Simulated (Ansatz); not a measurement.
## CH3Li, SMILES [Li][CH3]: a relaxed scan of one distance, step by step

Program: Ansatz 0.2.0, Python API.

The cells in order, each with its output:

```python
import ansatz as az
import numpy as np
```

```python
geometry = (
    az.Crystal.molecule()
    .atom("Li", [1.4507, 0.8744, -0.7826])
    .atom("C", [-0.1539, -0.1026, 0.0757])
    .atom("H", [-0.0965, -1.1782, -0.176])
    .atom("H", [-0.0393, 0.0507, 1.1729])
    .atom("H", [-1.1111, 0.2821, -0.3314])
)
```

```python
calculation = geometry.calculation()
calculation = calculation.basis(gaussian="def2-SVP").functional("pbe0", dispersion="d4")
symbols = [site.symbol for site in geometry.cartesian_sites]
pairs = [(0, 1), (1, 2), (1, 3), (1, 4)]
print("held (A)   E (eV)        ", "  ".join(f"{symbols[i]}{i}-{symbols[j]}{j}" for i, j in pairs))
for length in [1.02, 1.11, 1.2, 1.34, 1.5]:
    data = calculation.relax(constraints=[az.DistanceConstraint((1, 3), at=length)], force_tolerance=0.02, max_steps=60).run(threads=1, backend="cpu").report
    xyz = np.array(data["positions_ang"])
    print(f"{length:6.2f} {data['free_energy_ev']:14.5f}  ", "  ".join(f"{np.linalg.norm(xyz[i] - xyz[j]):.3f}" for i, j in pairs))
```

    held (A)   E (eV)         Li0-C1  C1-H2  C1-H3  C1-H4
    DeckWarning: relax.constraints: the input's atoms, or those drawn, lie off the distances that are held; a relaxation that starts there is brought onto them ahead of its first SCF, by positions alone, [...]
      1.02    -1286.56375   1.976  1.108  1.020  1.108
      1.11    -1286.71158   1.972  1.109  1.110  1.109
      1.20    -1286.60411   1.966  1.109  1.200  1.109
      1.34    -1286.18215   1.954  1.108  1.340  1.108
      1.50    -1285.58308   1.919  1.107  1.500  1.107

What to keep in mind:
- Total energies depend on the basis set; only differences at equal settings carry meaning.
- Warnings are shown shortened and without file and line.
- The energies are electronic: no zero-point or thermal terms, and the basis set is short of its limit.
- Wall time of the script: 18 s on 1 thread of Arm Neoverse V2 (shared host), peak memory 0.18 GiB.
